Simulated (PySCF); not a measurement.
PF2PH2, F₂H₂P₂.
Bonds: F1–P2, P2–F3, P2–P4. Hydrogens: H5, H6 on P4.

Computed by this run: PBE0-D3(BJ)/def2-TZVP geometry optimisation, gas phase in PySCF 2.14.0; density fitting, grid level 2; the optimiser is geomeTRIC in internal coordinates, started from a GFN2-xTB structure with every atom displaced at random (about 0.01 Å).

Step 0: E = -24036.2153 eV
```
atom  x, y, z in Å  |  force x, y, z in eV/Å
F1     -1.6178   -0.9827   -0.6597    0.605   0.765  -0.164
P2     -0.8333    0.4245   -0.4324   -1.297  -0.890   0.854
F3     -1.5995    0.7735    0.9565    0.656   0.064  -0.717
P4      1.0250   -0.4431    0.4262   -0.877  -0.815   0.874
H5      1.5477    0.8262    0.5198    0.511   0.987   0.061
H6      1.5027   -0.6282   -0.8552    0.403  -0.111  -0.908
```

Step 1: E = -24036.3099 eV
```
atom  x, y, z in Å  |  force x, y, z in eV/Å
F1     -1.6837   -0.9965   -0.6330   -0.060  -0.161  -0.007
P2     -0.8786    0.3593   -0.4673    0.138   0.156   0.151
F3     -1.4703    0.8252    0.9374   -0.129   0.055  -0.027
P4      0.9927   -0.4829    0.4075    0.073   0.086  -0.204
H5      1.4816    0.8468    0.6005   -0.030  -0.136  -0.046
H6      1.5831   -0.5818   -0.8899    0.007   0.000   0.134
```

Problem. Estimate the geometry and energy of step 2. (The exact step hangs on the optimiser's Hessian estimate; all steps are aligned on step 1, rigid shifts and turns removed.)

Solution. E = -24036.3149 eV, largest force 0.114 eV/Å
```
atom  x, y, z in Å  |  force x, y, z in eV/Å
F1     -1.6781   -0.9976   -0.6297   -0.007  -0.068   0.015
P2     -0.8814    0.3662   -0.4538    0.005   0.114   0.008
F3     -1.5044    0.8335    0.9379    0.034  -0.043  -0.051
P4      0.9973   -0.4851    0.3984    0.007   0.013   0.019
H5      1.4932    0.8353    0.5911    0.007  -0.017   0.002
H6      1.5982   -0.5821   -0.8886   -0.046   0.001   0.007
```

The energy changes by -0.0051 eV. The first-order estimate −F·Δx gives -0.0113 eV and the mean of the old and new forces, exact on a quadratic surface, -0.0051 eV. The step makes an angle of 58° with the force vector and moves no atom by more than 0.035 Å.

The cost below is that of the whole optimisation. Hardware: an Intel Xeon 6975P-C with one thread, no GPU, on a shared host. Cost: 34 s, 0.56 GiB resident at most.
